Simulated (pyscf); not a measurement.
Single points on ωB97X-D3(BJ)/def2-SVP structures (PySCF, gas phase).

Problem. Estimate the classical barrier height and the reaction energy of `[CH3][Ga]([OH])[OH]` + `[H][H]` -> `[CH3][GaH][OH]` + `[OH2]` at ωB97M-D3(BJ)/def2-TZVP. The step runs on the singlet surface, breaks Ga–O, H–H and forms Ga–H, H–O; take the separated reactants as zero.

Solution. ΔE‡ = 24.1 kcal/mol, ΔE = +10.7 kcal/mol. Zero-point energy shifts the barrier by +2.3 kcal/mol. It is a four-centre exchange, with an imaginary mode of 1285i cm⁻¹. On the product side the descent ends in an adduct with a Ga–O contact (not fully relaxed), 15.9 kcal/mol under the separated species and 27.9 kcal/mol under the saddle at ωB97X-D3(BJ)/def2-TZVP. What is counted as broken (Ga–O) persists as a longer contact in the product adduct; parting that adduct is a step of its own. At the saddle there is also a short Ga–H contact that neither side keeps. One saddle was located; it need not be the lowest between these sides. Elements up to Kr have no core potential and no relativistic terms here.
